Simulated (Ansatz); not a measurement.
Two isomers of C4H8O: A = `CCCC=O`, B = `C=C(C)CO`.

Isolated molecules relaxed with PBE0-D4/def2-TZVP in Ansatz; ΔE leaves out vibrations. CBS: MP2 limit from def2 TZ/QZ plus the TZ coupled-cluster correction, frozen cores. Functionals use def2-TZVPP. B3LYP here is the variant with VWN-RPA as its local correlation; programs differ in this. One conformer a species, not always the lowest.

Which is lower in electronic energy at CCSD(T)/CBS, and by how much? (Best estimate.)

Computed: A, by 10.0 kcal/mol.

Give E(B) − E(A) in kcal/mol with CCSD/def2-TZVPP, ωB97M-V, B3LYP, PBE0-D4, r2SCAN-D4, MP2/def2-TZVPP, B2PLYP. (Estimate.)

The calculation gave: CCSD/def2-TZVPP 11.1, ωB97M-V 11.2, B3LYP 11.2, PBE0-D4 11.3, r2SCAN-D4 11.7, MP2/def2-TZVPP 11.1, B2PLYP 11.5. None reverses the order clearly.

Largest T1 diagnostic: 0.012.

In def2-TZVPP, CCSD(T) changes the Hartree–Fock value by −1.6 kcal/mol (the triples alone add −0.2 kcal/mol) and MP2 by −1.4 kcal/mol.
